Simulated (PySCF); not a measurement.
Gas-phase reaction: 3 HBO2 + BH3 + 6 OH ⇌ 4 B(OH)3

Computed with PySCF and rigid-rotor harmonic-oscillator thermochemistry at 1 bar. † marks an energy on the PBE0/def2-TZVP geometry and frequencies; other levels use their own. MP2 and CCSD(T) freeze the core. 6-31G* has spherical d functions here. Open shells (unrestricted): OH (multiplicity 2, electronic degeneracy 4); the rest are closed-shell singlets. Spin-orbit splitting is ignored; it lowers the true energy and changes the entropy of OH. B3LYP is the form with VWN-RPA correlation. MP2 isn't extrapolated to the basis-set limit; its ΔH°(298 K) is -2744.6 kJ in def2-SVP and -2785.6 kJ in def2-TZVPP. CCSD(T) isn't extrapolated to the basis-set limit; its ΔH°(298 K) is -2610.7 kJ in def2-SVP and -2643.5 kJ in def2-TZVPP. The harmonic model lacks anharmonicity and excited electronic states, which grow with temperature; levels with a mode under 35 cm⁻¹ are left out. Internal rotation in B(OH)3 is treated as a harmonic vibration of one conformer, which makes the entropy rough.

```tsv
level	ΔE electronic, kJ	ΔH°(298 K), kJ	ΔS°(298 K), J/K	ΔG°(2000 K), kJ
B3LYP/6-31G*	-2671	-2558	-942	-689
CCSD(T)/def2-TZVPP†	-2757	-2643	-940	-780
HF/6-31G*	-2135	-2012	-945	-124
MP2/def2-TZVPP†	-2899	-2786	-940	-922
PBE/def2-TZVP†	-2786	-2673	-940	-809
PBE0/def2-SVP†	-2872	-2759	-940	-895
ωB97X-V/def2-TZVP†	-2776	-2662	-940	-799
```
ΔH° is lowest at MP2/def2-TZVPP† and highest at HF/6-31G*. No reference value is set beside these.
